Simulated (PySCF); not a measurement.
Run record: excited-state job, `CP(C)(=O)O`.

Method: TDDFT CAM-B3LYP/def2-SVPD, vertical, gas phase, core orbitals frozen in the response (PySCF 2.14.0, density-fitted response routines). Geometry: GFN2-xTB. The command runs a driver script over a list of jobs; the input below is this job's line of settings and its coordinates in Å.

Command:
```bash
OMP_NUM_THREADS=1 python probes_run.py task.json out
```

Input:
```
{"job": {"kind": "uv", "xc": "CAM-B3LYP", "basis": "def2-SVPD", "nstates": 8, "ntriplets": 3}, "charge": 0, "multiplicity": 1}
C      1.027748    -0.027912    -1.184321
P      0.264041     0.248901     0.454277
C     -1.179779    -0.870988     0.543036
O      1.178083     0.202472     1.602136
O     -0.407486     1.713660     0.306524
H      0.303477     0.141292    -1.973759
H      1.859212     0.664569    -1.290246
H      1.404196    -1.045395    -1.231452
H     -1.675270    -0.707979     1.496896
H     -1.867578    -0.670217    -0.271210
H     -0.833987    -1.899090     0.495736
H     -0.071458     2.250001     1.026355
```

Output:
```
coarse grid: 10312 points
cycle   1  E = -571.6448198049  dE =  8.195e-01  |g| = 1.017e+00  |ddm| = 5.412e+00
cycle   2  E = -571.4047753567  dE =  2.400e-01  |g| = 1.530e+00  |ddm| = 2.502e+00
cycle   3  E = -571.8442255959  dE = -4.395e-01  |g| = 1.735e-01  |ddm| = 1.343e+00
cycle   4  E = -571.8495008937  dE = -5.275e-03  |g| = 6.468e-02  |ddm| = 2.399e-01
cycle   5  E = -571.8502151955  dE = -7.143e-04  |g| = 1.618e-02  |ddm| = 8.101e-02
cycle   6  E = -571.8502714168  dE = -5.622e-05  |g| = 2.564e-03  |ddm| = 2.392e-02
cycle   7  E = -571.8502731731  dE = -1.756e-06  |g| = 3.645e-04  |ddm| = 5.626e-03
final grid: 94368 points
cycle   8  E = -571.9389602886  dE = -2.355e-05  |g| = 3.022e-03  |ddm| = 5.253e-02
cycle   9  E = -571.9389602187  dE =  6.995e-08  |g| = 3.267e-03  |ddm| = 1.151e-02
cycle  10  E = -571.9389625178  dE = -2.299e-06  |g| = 6.468e-04  |ddm| = 4.402e-03
cycle  11  E = -571.9389625927  dE = -7.490e-08  |g| = 1.477e-04  |ddm| = 7.296e-04
cycle  12  E = -571.9389625973  dE = -4.566e-09  |g| = 5.639e-05  |ddm| = 3.753e-04
cycle  13  E = -571.9389625979  dE = -5.839e-10  |g| = 1.004e-05  |ddm| = 6.159e-05
converged SCF energy = -571.9389625979

Static polarisability (au): isotropic 54.845, principal 50.771 55.902 57.860

Singlet excitations
state   eV       nm        f      main configurations
  1   7.4705    166.0   0.06113   H->L 0.91
  2   7.8447    158.0   0.05834   H-1->L 0.85
  3   8.0839    153.4   0.01247   H->L+1 0.69
  4   8.5700    144.7   0.01451   H-2->L 0.42, H->L+4 0.17, H->L+3 0.12
  5   8.6927    142.6   0.00439   H-1->L+1 0.56, H->L+2 0.14, H-1->L+4 0.11
  6   8.7858    141.1   0.00542   H-2->L 0.28, H->L+3 0.23, H-2->L+1 0.16
  7   8.9589    138.4   0.00887   H->L+2 0.74, H-1->L+1 0.18
  8   9.0041    137.7   0.04301   H->L+5 0.64, H->L+11 0.13

Triplet excitations (Tamm-Dancoff, eV): 7.2876 7.5830 7.8373
```

The SCF starts on a coarse grid where the log names one; the energy can jump when the final grid takes over, and dE then counts from the start density on the new grid. H and L stand for HOMO and LUMO; the number after each pair is its weight.

Question: Give the mean polarisability as a volume in Å³, and the ratio of the largest to the smallest principal value.

Answer: 54.845 au × 0.148185 = 8.13 Å³; 57.860/50.771 = 1.14.

Question: How does the lowest singlet excitation compare with the HOMO–LUMO gap?

Answer: HOMO -9.39 eV and LUMO 0.96 eV give a gap of 10.35 eV; S1 at 7.47 eV lies 2.88 eV below it.

In short: HOMO -9.39 eV, LUMO 0.96 eV; lowest singlet 7.47 eV; lowest triplet 7.29 eV (Tamm–Dancoff); mean polarisability 54.8 au.

The run took 40 s (grids of density and orbitals included) on x86-64 server, one thread (shared host).

One conformer stands for the species.
Labels such as C1 count atoms from 1, the log's own numbers from 0.
